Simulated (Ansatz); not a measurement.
**Structure relaxation of Ba3OsPd**

Method: DFT PBE, scalar-relativistic, plane waves, PAW in Ansatz 0.2.0. Cutoff 420 eV, Γ-centred k mesh, Gaussian smearing, no spin polarisation in the final step.

Ba3OsPd was placed on the sites of a reported BaTiO3 cell (P4/mmm, No. 123), with Os in place of Ba, Pd in place of Ti, Ba in place of O, at a guessed volume.

```
Ba Pd Os
1.0
     4.93847    0.00000    0.00000
     0.00000    4.93847    0.00000
     0.00000    0.00000    4.96094
Ba Pd Os
3 1 1
Cartesian
  2.4692 2.4692 0.0000
  2.4692 0.0000 2.4805
  0.0000 2.4692 2.4805
  2.4692 2.4692 2.4805
  0.0000 0.0000 0.0000
```

Cell and atoms relax at zero pressure; the relaxation can't lower the symmetry of the start. After a coarse first stage the cell is made exact in the group found at 0.06 Å.

Energies over the elements count from the elements' standard structures at the same level, with no empirical corrections.

Q: Describe the relaxed structure.

A: It ends in Pm-3m (No. 221). The result has the cubic perovskite structure. Conventional cell: a = 5.825 Å. Ba has 2 Pd at 2.91 Å; Pd is coordinated by 6 Ba at 2.91 Å; Os is coordinated by 12 Ba at 4.12 Å.

```
Ba Pd Os
1.0
     5.82479    0.00000    0.00000
     0.00000    5.82479    0.00000
     0.00000    0.00000    5.82479
Ba Pd Os
3 1 1
Cartesian
  2.9124 2.9124 0.0000
  2.9124 0.0000 2.9124
  0.0000 2.9124 2.9124
  2.9124 2.9124 2.9124
  0.0000 0.0000 0.0000
```

Q: What are its volume, energy, density and gap?

A: The volume per atom is 39.52 Å³, the density is 5.95 g/cm³ and the energy over the elements is 0.79 eV/atom. The gap on the 6×6×6 mesh is 0 eV (a metal).

The final run used a 6×6×6 mesh on its 5-atom cell and 0.10 eV smearing. The k mesh leaves about 4 meV/atom of noise in metals. Spin–orbit coupling is left out. Symmetry constrained the relaxation, so the result can be a saddle point. The steps took about 2.1 core-minutes in all.